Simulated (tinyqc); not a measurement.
Worked calculation (part 2 of 2): CCSD on RHF in the sto-3g basis, frozen core, for H2O, spin multiplicity 1. Computed by tinyqc, a small Python program that keeps every step (integrals from PySCF). Command: `OMP_NUM_THREADS=1 python tinyqc.py 30772 30773 out.jsonl` (the two numbers bound the seeds that draw the settings). One thread of a shared host (Intel(R) Xeon(R) Processor @ 2.60GHz), about 0.2 s of CPU time with the checks.

Geometry (angstrom):
```
atom         x          y         z
O     0.000000   0.000000  0.000000
H     0.000000   0.793000  0.650000
H     0.000000  -0.793000  0.650000
```

## CCSD: convergence

E_corr = 1/4 sum <ij||ab> t_ij^ab + 1/2 sum <ij||ab> t_i^a t_j^b; stop when the norm of the change is below 1e-8.

Course of the amplitude iterations:
```
update  correlation energy (hartree)  norm of the change
0                        -0.04193209                   -
1                        -0.05324014            7.86e-02
2                        -0.05688118            3.04e-02
3                        -0.05916342            1.30e-02
4                        -0.05916462            1.66e-03
5                        -0.05917320            3.87e-04
6                        -0.05917279            2.66e-05
7                        -0.05917300            6.55e-06
8                        -0.05917300            1.09e-06
9                        -0.05917299            2.01e-07
10                       -0.05917299            6.63e-08
11                       -0.05917299            1.13e-08
12                       -0.05917299            2.46e-09
```

Converged amplitudes (spin orbitals 1a, 1b, ...; amplitudes related by a flip of all spins are not repeated):
```
from      to          t
3a 3b  7a 7b  -0.089513
4a 4b  6a 6b  -0.060979
3a 4b  6b 7a   0.059333
3a 3b  6a 6b  -0.049136
4a 4b  7a 7b  -0.048661
3a 4b  6a 7b  -0.043492
2a 4b  6a 6b  -0.035371
2a 2b  6a 6b  -0.032438
2a 3b  6a 7b  -0.031596
5a 5b  6a 6b  -0.026283
2a 3b  6b 7a   0.021644
2a 2b  7a 7b  -0.017722
4a        6a  -0.016328
3a 4a  6a 7a   0.015841
5a 5b  7a 7b  -0.011549
2a 3a  6a 7a  -0.009952
3a        7a  -0.003313
2a 4b  7a 7b   0.003299
2a        6a   0.001563
```

CCSD total energy = -75.02220241 hartree

T1 diagnostic, norm of the one-spin t1 over sqrt(correlated electrons) = 0.005916

Converged in 12 updates, with DIIS from the third.
